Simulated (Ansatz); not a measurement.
H3Ge–BH, doublet: vertical spin and charge gaps

Geometry (PBE0/def2-TZVP stationary point for this spin, not checked as a minimum):

```xyz
6

Ge    0.0000    0.0147    0.2659
B     0.0000   -0.1536   -1.7625
H     0.0000    1.4503    0.8330
H     1.2427   -0.7130    0.8099
H    -1.2427   -0.7130    0.8099
H     0.0000    0.5661   -2.7120
```

Basis cc-pVDZ; Ansatz 0.2.0. Only valence electrons are correlated (noble-gas cores and the filled d shells of p-block atoms frozen). R marks a restricted (for open shells ROHF) determinant, U an unrestricted one. No spin–orbit coupling is included, and no scalar relativity.

Gaps are energies of the second state less the first, at fixed atoms, for a selection of the levels run; each method lands on the state that its own search finds for that charge and spin.

For open shells CISD is restricted-active-space CI with the open shells as a complete middle space.

Removing an electron, to the triplet: 11.138 eV at UCCSDT(Q).

```csv
level,gap (eV),error (meV)
UHF,10.532,-606
UMP2,11.161,23
CISD,11.085,-53
UCCSD,11.152,14
UCCSD(T),11.149,11
BCCD(T),11.151,13
UCCSDT,11.139,1
PBE,10.922,-216
r2SCAN,11.027,-111
PBE0,11.153,15
B3LYP,11.171,33
wB97M-V,11.235,97
B2PLYP,11.175,37
RPA-PBE,11.113,-25
```

Quartet less doublet: 3.762 eV at UCCSDT(Q).

| level | gap (eV) | error (meV) |
| --- | --- | --- |
| UHF | 3.495 | -267 |
| CISD | 3.735 | -27 |
| BCCD(T) | 3.771 | 9 |
| UCCSDT | 3.762 | 0 |
| PBE | 3.560 | -202 |
| r2SCAN | 3.531 | -231 |
| PBE0 | 3.691 | -71 |
| B3LYP | 3.876 | 114 |
| wB97M-V | 3.940 | 178 |
| RPA-PBE | 3.787 | 25 |

Removing an electron, to the singlet: 8.015 eV at UCCSDT(Q).

```
   level  gap (eV)  error (meV)
     UHF     7.817         -198
    UMP2     8.049           34
    CISD     8.003          -12
UCCSD(T)     8.020            5
 BCCD(T)     8.020            5
  r2SCAN     8.338          323
    PBE0     8.268          253
 wB97M-V     8.037           22
  B2PLYP     8.102           87
 RPA-PBE     8.175          160
```

In so small a basis the reference is far from its limit while semilocal and hybrid functionals are nearer theirs (RPA and double hybrids share part of the reference's basis error), so the functionals' errors here hold much of the reference's basis and frozen-core error, which can add to them or hide them.

Full CI isn't at hand for all of this; UCCSDT(Q) serves as the reference, and is uncertain by the last step of the cluster series or more. The frozen core follows each run's orbitals, which can shift R against U totals by a few meV for light atoms and by up to 0.1 eV past Ca.
